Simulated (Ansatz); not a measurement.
Abridged output of a molecular run in Ansatz:

```
Functional definition: HF
1231 factors; integrals over basis functions are off by at most 1.5e-3 eV
mean field evaluation 1: about -6309.2176 eV, gradient 3.3e1 eV
mean field evaluation 2: about -6309.2242 eV, gradient 3.3e1 eV
mean field evaluation 4: about -6312.2650 eV, gradient 4.2e0 eV
mean field evaluation 8: about -6312.3096 eV, gradient 9.8e-5 eV
mean field -6312.30959723 eV, -231.9730990611 hartree, gradient 1.0e-6 eV, S^2 0.000000; 0 other end points of the search recorded, 0 dependent functions left out
5 core orbitals not correlated: weight in the atoms' cores, before any rotation towards them, 1.000 or more for the frozen orbitals, at most 0.000 for the correlated occupied ones
reference -6312.30959723 eV, -231.9730990611 hartree; 16, 16 occupied and 99, 99 virtual orbitals, 1231 factors
second order -20.78926788 eV of doubles, -0.00000000 eV of singles
cycle   1  -21.86653615 eV  change    -1.1e0 eV  update   9.2e-2
cycle   2  -22.41083210 eV  change   -5.4e-1 eV  update   2.6e-2
cycle   3  -22.51714861 eV  change   -1.1e-1 eV  update   1.2e-2
cycle   4  -22.51786365 eV  change   -7.2e-4 eV  update   2.5e-3
cycle   5  -22.51872086 eV  change   -8.6e-4 eV  update   9.6e-4
cycle   6  -22.51899220 eV  change   -2.7e-4 eV  update   2.8e-4
cycle   7  -22.51888213 eV  change    1.1e-4 eV  update   1.1e-4
cycle   8  -22.51886130 eV  change    2.1e-5 eV  update   3.7e-5
perturbative correction -0.61700820 eV, -0.0226746330 hartree
Total energy: -6335.44546673 eV, -232.8233265831 hartree
```

Its atoms:

Z-matrix (Å, degrees):
```
C
O 1 1.399
H 1 1.091 2 107.3
H 1 1.097 2 112.7 3 119.1
H 1 1.100 2 111.4 3 -118.8
C 2 1.415 1 114.4 3 172.4
C 6 1.512 2 106.5 1 -165.6
C 6 1.519 2 112.1 1 71.7
H 6 1.103 2 108.3 1 -48.3
H 7 1.092 6 110.7 2 177.9
H 7 1.093 6 110.1 2 -62.2
H 7 1.091 6 110.5 2 57.3
H 8 1.092 6 110.3 2 178.6
H 8 1.092 6 112.0 2 -61.7
H 8 1.093 6 110.0 2 59.0
```

Question: Which basis set was used?
A. cc-pV(Q+d)Z
B. def2-QZVPP
C. def2-SVP
D. cc-pV(T+d)Z

Answer: C. It gives 120 functions.

Question: Write the keys of the input that set method, charge and spin (a neutral closed shell needs none for the last two).

Answer: 
```yaml
correlation: {method: ccsd_t}
```
